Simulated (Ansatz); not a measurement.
Input file:

```yaml
crystal:
  periodic: [false, false, false]
  atoms:
    - {symbol: Al, position_ang: [0.000000, 0.000000, 0.000000]}
    - {symbol: P, position_ang: [0.000000, 0.000000, 4.436000]}
basis:
  gaussian: {orbitals: cc-pVTZ}
total_charge: 1
magnetization: {spin_polarized: false, initial_magnetization: 1}
correlation: {method: ccsd_t, electrons: valence}
output: {forces: true}
```

```sh
$ ansatz run in.yaml --threads 1 --pin off --events-out ev --progress --plain --max-ram 2393MiB
```

Log:

```
409 factors; integrals over basis functions are off by at most 7.5e-4 eV
mean field evaluation 1: about -15845.1342 eV, gradient 8.6e0 eV
mean field evaluation 2: about -15845.1373 eV, gradient 8.6e0 eV
mean field evaluation 4: about -15845.4690 eV, gradient 5.6e-1 eV
mean field evaluation 8: about -15845.4706 eV, gradient 2.0e-3 eV
mean field evaluation 16: about -15845.4712 eV, gradient 1.7e-1 eV
mean field evaluation 32: about -15845.2156 eV, gradient 2.2e-3 eV
mean field evaluation 64: about -15845.0538 eV, gradient 1.1e0 eV
mean field evaluation 96: about -15845.4613 eV, gradient 8.0e-1 eV
mean field evaluation 128: about -15845.2156 eV, gradient 7.0e-5 eV
mean field evaluation 160: about -15845.4649 eV, gradient 4.4e-1 eV
...
mean field evaluation 704: about -15845.3446 eV, gradient 6.5e-2 eV
mean field evaluation 736: about -15845.4379 eV, gradient 2.7e0 eV
mean field evaluation 768: about -15845.4706 eV, gradient 8.1e-7 eV
determinant -15845.47062140 eV, -582.3103048908 hartree, with singles and doubles -15849.97355317 eV, -582.4757845810 hartree
determinant -15845.21562152 eV, -582.3009338179 hartree, with singles and doubles -15849.74326181 eV, -582.4673215298 hartree
determinant -15845.01434947 eV, -582.2935372064 hartree, with singles and doubles -15849.62593695 eV, -582.4630099205 hartree
determinant -15845.47062140 eV, -582.3103048908 hartree, with singles and doubles -15849.93670193 eV, -582.4744303228 hartree
determinant -15845.21562152 eV, -582.3009338179 hartree, with singles and doubles -15849.73312822 eV, -582.4669491271 hartree
determinant -15845.01434947 eV, -582.2935372064 hartree, with singles and doubles -15849.58656289 eV, -582.4615629507 hartree
unrestricted determinant -15846.97601083 eV, -582.3656269318 hartree, S^2 1.7980
10 core orbitals not correlated: weight in the atoms' cores, before any rotation towards them, 1.000 or more for the frozen orbitals, at most 0.000 for the correlated occupied ones
reference -15845.47062140 eV, -582.3103048908 hartree; 4, 3 occupied and 54, 55 virtual orbitals, 409 factors
second order -3.32078837 eV of doubles, -0.08084006 eV of singles
cycle   1  -4.46608116 eV  change   -6.3e-7 eV  update   3.1e-6
cycle   2  -4.46608154 eV  change   -3.8e-7 eV  update   2.1e-6
cycle   3  -4.46608177 eV  change   -2.3e-7 eV  update   1.4e-6
cycle   4  -4.46608187 eV  change   -1.0e-7 eV  update   5.3e-7
cycle   5  -4.46608192 eV  change   -5.5e-8 eV  update   3.0e-7
cycle   6  -4.46608200 eV  change   -7.4e-8 eV  update   2.0e-7
cycle   7  -4.46608209 eV  change   -9.1e-8 eV  update   1.0e-7
perturbative correction -0.16549202 eV, -0.0060817197 hartree
the calculation of the forces begins
Total energy: -15850.10219551 eV, -582.4805121000 hartree
Atom 0 at     0.000000     0.000000     0.000000 Å, force     0.000000    -0.000000     0.257726 eV/Å
Atom 1 at     0.000000     0.000000     4.436000 Å, force    -0.000000     0.000000    -0.257726 eV/Å
Dipole moment:    -0.000000    -0.000000    -1.973423 e Å
```

Forces (eV/Å):
```
Al   0.000  0.000  0.258
P    0.000  0.000 -0.258
```

Ran on 1 thread of Arm Neoverse V1, shared host: 22 s wall, 0.25 GiB peak host memory.
